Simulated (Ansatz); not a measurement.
`FC1=CCCC1` → `CC1=C(F)C1C`  (isomerisation)

Program: Ansatz. Geometries: PBE0-D4/def2-TZVP. ΔE: electronic, gas phase. CBS: MP2 limit from def2 TZ/QZ plus the TZ coupled-cluster correction, frozen cores. Functionals use def2-TZVPP. B3LYP here is the variant with VWN-RPA as its local correlation; programs differ in this.

```
             level  ΔE (kJ/mol)  difference from CCSD(T)/CBS
            PBE-D4        188.8                        -19.5
           PBE0-D4        201.6                         -6.7
          B3LYP-D4        197.6                        -10.7
           ωB97X-V        205.5                         -2.8
            B2PLYP        198.6                         -9.7
             B3LYP        192.6                        -15.7
     HF/def2-TZVPP        214.9                          6.6
    MP2/def2-TZVPP        202.9                         -5.4
   CCSD/def2-TZVPP        210.8                          2.5
CCSD(T)/def2-TZVPP        208.3                          0.0
     HF/def2-QZVPP        214.8                          6.5
    MP2/def2-QZVPP        202.9                         -5.4
SCS-MP2/def2-QZVPP        203.1                         -5.2
      HF/CBS(def2)        214.8                          6.5
     MP2/CBS(def2)        202.9                         -5.4
    CCSD/CBS(def2)        210.8                          2.5
       CCSD(T)/CBS        208.3                            0
```

Largest T1 diagnostic among the species: 0.011.

In def2-TZVPP, CCSD(T) changes the Hartree–Fock value by −6.6 kJ/mol (the triples alone add −2.4 kJ/mol) and MP2 by −12.0 kJ/mol. From PBE to PBE0 (25 % exact exchange), in def2-TZVPP and without D4, ΔE moves by +13.5 kJ/mol. The D4 term adds +5.0 kJ/mol with B3LYP and +2.2 kJ/mol with PBE0; it sums over pairs of atoms, weighted by their polarisabilities, and B3LYP, whose exchange is more repulsive, gets the larger term.
